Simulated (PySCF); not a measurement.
## A rate constant, worked out

An elementary step of BH$_{3}$O, closed shell (BH₃O ([BH2][OH]) → BHO ([BH][O]) + H₂; B–H, O–H broken or loosened, H–H formed or tightened). The start structure is the reactant molecule, and the electronic barrier above it is 2.636 eV by CCSD(T) at an estimated basis limit (MP2 extrapolated from triple and quadruple zeta, plus CCSD(T) − MP2 in triple zeta). PySCF 2.14 with density fitting (its default auxiliary sets; JK sets also for MP2 and CCSD(T)); basis: def2-TZVPP and def2-QZVPP; cores frozen in the correlated methods. Extrapolation: Hartree–Fock as exp(−7.88 √X), correlation as X^−2.97. Harmonic wavenumbers (analytic Hessian with the translational sum rule) at PBE0-D4/def2-TZVP (PySCF 2.14 with density fitting (its default auxiliary sets; JK sets also for MP2 and CCSD(T))), in cm⁻¹:

Start: 782, 884, 1053, 1173, 1183, 1386, 2554, 2656, 3876.

Saddle: 1721i, 709, 958, 1039, 1135, 1611, 2001, 2303, 2678.

Task: Work out the transition-state-theory rate constant at 900 K from these numbers alone (harmonic vibrations; rotation, path degeneracy and anharmonicity left out), and the Wigner tunnelling factor. Use 1 cm⁻¹ = 1.2398 × 10⁻⁴ eV and k_B = 8.617 × 10⁻⁵ eV/K.

Result: Zero-point energies, half the sums: start 15547/2 cm⁻¹ = 0.9638 eV; saddle, real modes only, 12434/2 cm⁻¹ = 0.7708 eV.
Barrier with zero-point energy: 2.636 + 0.7708 − 0.9638 = 2.4430 eV.
k_BT = 0.07756 eV, so the barrier is 31.50 k_BT.
Vibrational partition functions from the zero-point level, ln q = −Σ ln(1 − exp(−hν/k_BT)): start 1.301, saddle 1.181.
k = (k_BT/h) exp(ln q‡ − ln q) exp(−E0/k_BT), with log₁₀(k_BT/h in s⁻¹) = 13.27: log₁₀ k = 13.27 + (-0.120 − 31.50)/2.3026 = -0.46, so k ≈ 3 × 10^(-1) s⁻¹.
Wigner factor: 1 + (hν‡/k_BT)²/24 = 1 + (2.75)²/24 = 1.32. A change of 1 kcal/mol (0.043 eV) in the barrier would change k by a factor of 1.7 at this temperature.

No T1 diagnostic of these runs exceeds 0.021.

Labels in which every atom is bracketed show which atoms are joined, not bond orders.

For scale, one of the runs: CCSD(T)/def2-TZVPP, 104 basis functions, launched by `OMP_NUM_THREADS=4 python run.py`. Hardware: 4 CPU threads of an Arm Neoverse V2, shared host. Wall time about 14 s.
